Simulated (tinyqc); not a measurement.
A ladder of methods, and size consistency: correlation methods against full CI in the sto-6g basis, for HF, spin multiplicity 1. Computed by the program tinyqc with PySCF. All electrons correlated; +Q is the Davidson correction (1 - c0^2) E_corr. The last columns treat two copies 100 angstrom apart as one system. FCI is the lowest singlet.

Geometry (angstrom):
```
atom       x       y       z
F     0.0000  0.0000  0.0000
H     0.0000  0.0000  0.9830
```

RHF energy of one = -99.500721 hartree

Correlation energies (hartree):
```
method   E_corr of one  share of FCI (%)  E_corr of two at 100 angstrom  two minus twice one (mhartree)
MP2          -0.020435           65.1451                      -0.040870                          0.0000
CISD         -0.031368          100.0000                      -0.061495                          1.2411
CISD+Q       -0.032015          102.0614                      -0.063879                          0.1511
CCSD         -0.031368          100.0000                      -0.062737                          0.0000
CCSD(T)      -0.031368          100.0000                      -0.062737                          0.0000
FCI          -0.031368          100.0000                              -                               -
```

What does the comparison show, and why?

MP2 recovers 65 %, CISD 100.0 % and CCSD 100.0 % of the FCI value (c0^2 = 0.979 in CISD). MP2 and coupled cluster are size consistent, so their last column vanishes; CISD loses 1.24 mhartree, since a double excitation on each copy is a quadruple of the pair, and the Davidson correction leaves +0.15. With two electrons, or one virtual orbital, CISD and CCSD are exact for one copy, so +Q overshoots there.
